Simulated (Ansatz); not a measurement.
A single point on `C#C[SiH2]` radical.

```yaml
crystal:
  periodic: [false, false, false]
  atoms:
    - {symbol: C, position_ang: [1.019687, -1.302332, 0.535033]}
    - {symbol: C, position_ang: [0.376018, -0.354456, 0.145738]}
    - {symbol: Si, position_ang: [-0.444499, 1.136893, -0.449458]}
    - {symbol: H, position_ang: [1.575355, -2.144377, 0.879409]}
    - {symbol: H, position_ang: [-1.137637, 0.894625, -1.738769]}
    - {symbol: H, position_ang: [-1.346926, 1.705648, 0.581846]}
basis:
  gaussian: {orbitals: def2-TZVPP}
magnetization: {spin_polarized: true, initial_magnetization: 1}
hamiltonian: {xc: pbe}
correlation: {method: rpa}
```

```sh
$ ansatz run in.yaml --threads 2 --pin off --events-out ev --progress --plain
```

Output, abridged:

```
Functional definition: PBE
858 factors; integrals over basis functions are off by at most 7.5e-4 eV
mean field evaluation 1: about -9979.9540 eV, gradient 4.5e1 eV
mean field evaluation 2: about -9979.9473 eV, gradient 4.5e1 eV
mean field evaluation 4: about -9988.9549 eV, gradient 1.8e1 eV
mean field evaluation 8: about -9991.2576 eV, gradient 2.3e-1 eV
mean field evaluation 16: about -9991.2576 eV, gradient 2.6e-4 eV
mean field -9991.25764012 eV, -367.1719459568 hartree, gradient 2.9e-6 eV, S^2 0.754450; 0 other end points of the search recorded, 0 dependent functions left out
7 core orbitals not correlated: weight in the atoms' cores, before any rotation towards them, 1.000 or more for the frozen orbitals, at most 0.000 for the correlated occupied ones
reference -9968.08724338 eV, -366.3204495819 hartree; 8, 7 occupied and 131, 132 virtual orbitals, 858 factors
Total energy: -9987.15022522 eV, -367.0210012431 hartree
```

Hardware: 2 threads of a server CPU on a shared host. Wall time 3.7 s, peak host memory 0.31 GiB.
